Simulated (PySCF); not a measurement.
**C4H6O (Cyclobutanone): levels of theory compared**

Wanted: a comparison of 6 runs (HF/STO-3G, HF/3-21G, B3LYP/6-31G*, B2PLYP/def2-SVP, wB97M-V/def2-SVP, SCS-MP2/def2-SVP) of C4H6O (Cyclobutanone). 

The results are computed with PySCF 2.14.0.

1 further run of the same task is left out (set aside as unsound or not needed). Runs told in other sessions of the task aren't counted.

**1. Starting point**

C4H6O has 11 atoms, charge 0, and is taken as a singlet. SMILES: `O=C1CCC1`. Geometry: relaxed at GFN2-xTB.

Bond lengths: O1–C2 1.196 Å, C2–C3 1.514 Å, C3–C4 1.540 Å, C2–C5 1.514 Å, C4–C5 1.540 Å, C3–H6 1.089 Å, C3–H7 1.089 Å, C4–H8 1.087 Å, C4–H9 1.087 Å, C5–H10 1.089 Å, C5–H11 1.089 Å. Some angles: O1–C2–C3 133.9°, O1–C2–C5 133.9°, C3–C2–C5 92.3°, C2–C3–C4 88.8°, C3–C4–C5 90.2°, C2–C5–C4 88.8°, C2–C3–H6 113.8°, C2–C3–H7 113.7°, C4–C3–H6 115.8°, C4–C3–H7 115.7°.

**2. A single-point energy at HF/STO-3G (run 1)**

Contents of run.py:

```python
# Cyclobutanone
from pyscf import gto, scf

mol = gto.Mole()
mol.atom = '''
O     -1.126330     1.742680    -1.093740
C     -0.552200     0.854080    -0.536070
C      0.067160     0.704220     0.836910
C      0.473450    -0.732780     0.459980
C     -0.164010    -0.554720    -0.930820
H     -0.647340     0.795380     1.653060
H      0.888260     1.394090     1.023900
H      1.547210    -0.902110     0.440100
H      0.005810    -1.502320     1.069060
H      0.522060    -0.599220    -1.774860
H     -1.014070    -1.199300    -1.147540
'''
mol.max_memory = 1860
mol.charge = 0
mol.verbose = 3
mol.basis = 'sto-3g'
mol.build()

mf = scf.RHF(mol)
mf.conv_tol = 1e-10
mf.kernel()
if not mf.converged:
    mf = mf.newton().run(mf.mo_coeff, mf.mo_occ)

e_final = mf.e_tot
print('Final energy', e_final)
```

On the command line:

```sh
$ OMP_NUM_THREADS=1 python run.py
```

Standard output:

```text
<dir> SyntaxWarning: invalid escape sequence '\W'
  S = {(paw_set(r)[0], bool(re.search(r"spin_orbit\W+true|paw_fr", str((r.get("files") or {}).get("input") or "")) or re.search("(?i)spin.orbit\W+(value\W+)?(true|yes)|value\W+spin-orbit", json.dumps(r.get("inputs"), default=str)))) for r in records}
converged SCF energy = -226.926285390443
Final energy -226.92628539044335
```

It took 0.65 s on 1 thread of Arm Neoverse V2, shared host; peak memory 0.098 GiB.

**3. A single-point energy at HF/3-21G (run 2)**

Contents of calc.py:

```python
from pyscf import gto

mol = gto.M(
    atom='''
O       -1.126330       1.742680      -1.093740
C       -0.552200       0.854080      -0.536070
C        0.067160       0.704220       0.836910
C        0.473450      -0.732780       0.459980
C       -0.164010      -0.554720      -0.930820
H       -0.647340       0.795380       1.653060
H        0.888260       1.394090       1.023900
H        1.547210      -0.902110       0.440100
H        0.005810      -1.502320       1.069060
H        0.522060      -0.599220      -1.774860
H       -1.014070      -1.199300      -1.147540
''',
    verbose=4,
    basis='3-21g',
    max_memory=1860,
)

mf = mol.RHF()
mf.conv_tol = 1e-10
mf.kernel()
if not mf.converged:
    mf = mf.newton().run(mf.mo_coeff, mf.mo_occ)

e_final = mf.e_tot
print(f'total energy: {e_final:.8f} hartree')
```

On the command line:

```sh
$ OMP_NUM_THREADS=1 python calc.py
```

Standard output:

```text
<dir> SyntaxWarning: invalid escape sequence '\W'
  S = {(paw_set(r)[0], bool(re.search(r"spin_orbit\W+true|paw_fr", str((r.get("files") or {}).get("input") or "")) or re.search("(?i)spin.orbit\W+(value\W+)?(true|yes)|value\W+spin-orbit", json.dumps(r.get("inputs"), default=str)))) for r in records}

PySCF version 2.14.0

[... 67 lines left out ...]
converged SCF energy = -228.50966190694
total energy: -228.50966191 hartree
```

It took 0.83 s on 1 thread of Arm Neoverse V2, shared host; peak memory 0.12 GiB.

Runs 3 to 5 aren't shown in full; the table further down has their settings and results.

**4. The energy at SCS-MP2/def2-SVP (run 6)**

Contents of input.py:

```python
from pyscf import gto, scf, mp

mol = gto.M(
    atom='''
O   -1.126330   1.742680  -1.093740
C   -0.552200   0.854080  -0.536070
C    0.067160   0.704220   0.836910
C    0.473450  -0.732780   0.459980
C   -0.164010  -0.554720  -0.930820
H   -0.647340   0.795380   1.653060
H    0.888260   1.394090   1.023900
H    1.547210  -0.902110   0.440100
H    0.005810  -1.502320   1.069060
H    0.522060  -0.599220  -1.774860
H   -1.014070  -1.199300  -1.147540
''',
    charge=0,
    spin=0,
    basis='def2-svp',
    max_memory=1860,
    verbose=3,
)

mf = scf.RHF(mol)
mf.conv_tol = 1e-10
mf.kernel()
if not mf.converged:
    mf = mf.newton().run(mf.mo_coeff, mf.mo_occ)

pt = mp.MP2(mf, frozen=5).run()
energy = mf.e_tot + 1.2 * pt.e_corr_os + pt.e_corr_ss / 3
print('E = %.10f Eh' % energy)
```

On the command line:

```sh
$ OMP_NUM_THREADS=1 python input.py
```

Standard output:

```text
<dir> SyntaxWarning: invalid escape sequence '\W'
  S = {(paw_set(r)[0], bool(re.search(r"spin_orbit\W+true|paw_fr", str((r.get("files") or {}).get("input") or "")) or re.search("(?i)spin.orbit\W+(value\W+)?(true|yes)|value\W+spin-orbit", json.dumps(r.get("inputs"), default=str)))) for r in records}
converged SCF energy = -229.623410240864
E(RMP2) = -230.343525877138  E_corr = -0.720115636273718
E(SCS-RMP2) = -230.33282603737  E_corr = -0.709415796506089
E = -230.3328260374 Eh
```

It took 2.5 s on 1 thread of Arm Neoverse V2, shared host; peak memory 0.26 GiB.

**5. The series**

| run | level | integration grid | frozen core orbitals | energy (Eh) | dipole moment (D) of the reference | HOMO energy (eV) | LUMO energy (eV) | wall time |
| --- | --- | --- | --- | --- | --- | --- | --- | --- |
| 1 | HF/STO-3G | – | – | -226.926285 | 1.87 | -8.54 | 7.99 | 0.65 s |
| 2 | HF/3-21G | – | – | -228.509662 | 3.07 | -10.64 | 4.07 | 0.83 s |
| 3 | B3LYP/6-31G* (spherical functions) | 5 | – | -231.222973 | 2.78 | -6.56 | -0.52 | 21 s |
| 4 | B2PLYP/def2-SVP | 5 | 5 | -230.809991 | 2.95 | -8.50 | 1.10 | 26 s |
| 5 | wB97M-V/def2-SVP | 5 | – | -230.954753 | 2.74 | -9.39 | 1.78 | 2.2 min |
| 6 | SCS-MP2/def2-SVP | – | 5 | -230.332826 | 3.27 | -10.94 | 3.64 | 2.5 s |

**6. Summary of results**

| quantity | value |
| --- | --- |
| run 6: total energy | -230.33283 Eh |
| run 6: dipole moment (Hartree–Fock density) | 3.27 D |
| run 6: HOMO energy (Hartree–Fock orbitals) | -10.94 eV |
| run 6: LUMO energy (Hartree–Fock orbitals) | 3.64 eV |
| run 6: HOMO–LUMO gap (Hartree–Fock orbitals) | 14.58 eV |
| run 6: correlation energy (5 core orbitals frozen) | -709.4 mEh |

What this shows: Over runs 1, 2, 3, 4, 5 the dipole moment (its size) runs from 1.87 D (HF/STO-3G) to 3.07 D (HF/3-21G). Over runs 1, 2, 3, 4, 5 the HOMO–LUMO gap runs from 6.04 eV (B3LYP/6-31G*) to 16.53 eV (HF/STO-3G). The two ends differ in method and basis. Totals of different functionals can't be ranked against each other. In run 1 the basis is minimal, so the values are rough. All runs together took 3 min, the longest 2.2 min.
